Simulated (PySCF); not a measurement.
C3H5F2 (doublet state).
Structure used (GFN2-xTB), in Å, numbered top down from 1:
```
atom  x, y, z in Å
C1     1.3663   -0.4277   -0.0116
C2     0.2768    0.5599    0.0276
C3    -1.1024   -0.1086   -0.0685
F4    -2.0763    0.8254   -0.2014
F5    -1.3872   -0.7885    1.0657
H6     1.4679   -1.0774   -0.8591
H7     2.0230   -0.5605    0.8227
H8     0.3266    1.2436   -0.8308
H9     0.3023    1.1479    0.9459
H10   -1.1882   -0.8094   -0.9128
```

The hyperfine couplings belong to this conformer and change with its torsions.

Identity: `[CH2]CC(F)F` [radical].

Computed, not measured: PySCF 2.14.0, UKS B3LYP, pcH-1 on C F H, non-relativistic, mean-field spin-orbit, GIAO. Isolated species at its GFN2-xTB geometry (one conformer only). A GFN2-xTB geometry isn't a minimum of the functional, and hyperfine couplings can be far from their values at a DFT geometry. Stability of the SCF solution: not tested.

(1) Predict the first-order ENDOR lines of F4/F5, H6/H7, H8/H9 and H10 under fast tumbling at B = 348.8 mT (X band).

(2) Which pairs are centred on the nuclear Larmor frequency, and which on half the coupling?

Answers

(1) For S = 1/2 in fast tumbling each set of equivalent nuclei gives two lines, ν± = |νn ± a/2| to first order, with νn = g_N μN B/h and μN/h = 7.62259 MHz/T.

| nuclei | isotope | g_N | νn (MHz) | a_iso (MHz) | lower line (MHz) | upper line (MHz) |
| --- | --- | --- | --- | --- | --- | --- |
| F4/F5 | 19F | 5.2577 | 13.98 | 3.22 | 12.37 | 15.59 |
| H6/H7 | 1H | 5.5857 | 14.85 | -64.52 | 17.41 | 47.11 |
| H8/H9 | 1H | 5.5857 | 14.85 | 60.37 | 15.34 | 45.04 |
| H10 | 1H | 5.5857 | 14.85 | -3.22 | 13.24 | 16.46 |

(2) Centred on νn, since |a| < 2νn: F4/F5 and H10. Centred on |a|/2 and split by 2νn: H6/H7 and H8/H9.

Class means assume fast exchange of nuclei equivalent by connectivity; if that motion is slow, each nucleus keeps its own coupling. The 1H value of +60.4 MHz is a mean of couplings from 3.3 to 117.4 MHz in this one geometry, not an average over conformers. The 19F value of +3.2 MHz is a mean of couplings from -0.4 to 6.9 MHz in this one geometry, not an average over conformers.
